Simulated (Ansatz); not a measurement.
in.yaml

```yaml
crystal:
  periodic: [false, false, false]
  atoms:
    - {symbol: O, position_ang: [0.000000, 0.000000, 1.033778]}
    - {symbol: P, position_ang: [0.000000, 0.000000, -0.454425]}
    - {symbol: H, position_ang: [0.000000, -1.166853, -1.222577]}
    - {symbol: H, position_ang: [0.000000, 1.166853, -1.222577]}
basis:
  gaussian: {orbitals: cc-pVDZ}
total_charge: 1
magnetization: {spin_polarized: false, initial_magnetization: 2}
correlation: {method: bccd_t, electrons: outside_noble_gas}
scf: {lower_state_search: off}
output: {forces: true}
```

```sh
$ ansatz run in.yaml --threads 1 --pin off --events-out ev --progress --plain --max-ram 2393MiB
```

Output:

```
these checks for a lower state are left out or cut short: starts, cluster_reference, orbital_swaps, neighbouring_geometries, increment
404 factors; integrals over basis functions are off by at most 1.3e-3 eV
mean field evaluation 1: about -11316.5959 eV, gradient 6.0e1 eV
mean field evaluation 2: about -11316.6588 eV, gradient 6.0e1 eV
mean field evaluation 4: about -11327.4942 eV, gradient 6.5e0 eV
mean field evaluation 8: about -11328.9534 eV, gradient 3.1e-1 eV
mean field evaluation 16: about -11328.9610 eV, gradient 2.8e-6 eV
mean field -11328.96097456 eV, -416.3316367694 hartree, gradient 2.8e-6 eV, S^2 2.000000; 0 other end points of the search recorded, 0 dependent functions left out
6 core orbitals not correlated: weight in the atoms' cores, before any rotation towards them, 1.000 or more for the frozen orbitals, at most 0.000 for the correlated occupied ones
reference -11328.96097456 eV, -416.3316367694 hartree; 7, 5 occupied and 29, 31 virtual orbitals, 404 factors
second order -6.60463650 eV of doubles, -0.14688804 eV of singles
cycle   1  -7.33498292 eV  change   -5.8e-1 eV  update   7.8e-2
cycle   2  -7.58381118 eV  change   -2.5e-1 eV  update   3.0e-2
cycle   3  -7.65618815 eV  change   -7.2e-2 eV  update   2.3e-2
cycle   4  -7.64941212 eV  change    6.8e-3 eV  update   1.3e-2
cycle   5  -7.64309354 eV  change    6.3e-3 eV  update   6.0e-3
cycle   6  -7.64087239 eV  change    2.2e-3 eV  update   3.0e-3
cycle   7  -7.63979220 eV  change    1.1e-3 eV  update   9.8e-4
cycle   8  -7.64026505 eV  change   -4.7e-4 eV  update   4.3e-4
cycle   9  -7.64020070 eV  change    6.4e-5 eV  update   1.5e-4
cycle  10  -7.64017124 eV  change    2.9e-5 eV  update   6.0e-5
cycle  11  -7.64020856 eV  change   -3.7e-5 eV  update   2.1e-5
cycle  12  -7.64021770 eV  change   -9.1e-6 eV  update   8.5e-6
cycle  13  -7.64021970 eV  change   -2.0e-6 eV  update   2.6e-6
cycle  14  -7.64021940 eV  change    3.0e-7 eV  update   1.1e-6
cycle  15  -7.64021833 eV  change    1.1e-6 eV  update   3.9e-7
cycle  16  -7.64021823 eV  change    1.0e-7 eV  update   1.6e-7
perturbative correction -0.21722624 eV, -0.0079829169 hartree
the calculation of the forces begins
Total energy: -11336.81841902 eV, -416.6203925275 hartree
Atom 0 at     0.000000     0.000000     1.033778 Å, force    -0.000000     0.000000     7.285244 eV/Å
Atom 1 at     0.000000     0.000000    -0.454425 Å, force     0.000000    -0.000000    -7.925322 eV/Å
Atom 2 at     0.000000    -1.166853    -1.222577 Å, force    -0.000000    -0.661025     0.320039 eV/Å
Atom 3 at     0.000000     1.166853    -1.222577 Å, force    -0.000000     0.661025     0.320039 eV/Å
Dipole moment:    -0.000000    -0.000000    -0.629488 e Å
Checks for a lower state left out: starts, cluster_reference, orbital_swaps, neighbouring_geometries, increment
```

Forces (eV/Å):
```
O    0.000  0.000  7.285
P    0.000  0.000 -7.925
H    0.000 -0.661  0.320
H    0.000  0.661  0.320
```

Ran on 1 thread of Intel Xeon, shared host: 10 s wall, 0.18 GiB peak host memory.
